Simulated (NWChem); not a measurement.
**Basis-set dependence for nitric oxide (NO)**

```
N
O 1 1.1424
```
Charge 0, spin multiplicity 2.

The numbers come from NWChem runs, not from measurements. The geometry was optimised at UPBE0/def2-SVP, a minimum by its harmonic frequencies.

Hartree-Fock energies in Ha, correlation energies in mHa.

The correlated methods keep 2 core orbitals frozen. The Pople sets run with spherical d functions. The unpaired electrons of the parent sit in orbitals of symmetry b2 (C2v labels of the run); other states weren't searched. The stability of the SCF solutions was not checked. Open-shell Hartree-Fock references start from PBE0 orbitals. Coupled-cluster values serve here as a point of comparison, not as the truth.

```
basis     functions         UHF    UMP2  SCS-UMP2  URI-MP2  CCSD on ROHF  CCSD[T] on ROHF  CCSD(T) on ROHF  CCSD on UHF  CCSD[T] on UHF  CCSD(T) on UHF
--------  ---------  ----------  ------  --------  -------  ------------  ---------------  ---------------  -----------  --------------  --------------
cc-pVDZ          28  -129.26134  -316.1    -304.3   -316.2        -331.3           -344.5           -343.0       -325.1          -337.5          -336.0
6-311G**         36  -129.28160  -337.5    -325.2  not run        -350.8           -367.0           -365.5       -344.5          -360.0          -358.3
cc-pVTZ          60  -129.29774  -395.7    -384.8   -395.7        -407.7           -428.4           -426.8       -400.6          -420.4          -418.8
cc-pVQZ         110  -129.30747  -425.2    -416.4   -425.1       not run          not run          not run      not run         not run         not run
```

From cc-pVTZ to cc-pVQZ the Hartree-Fock energy moves by -9.7 mHa and the UMP2 correlation energy by -29.5 mHa, which is 7 % of its value in the larger set.
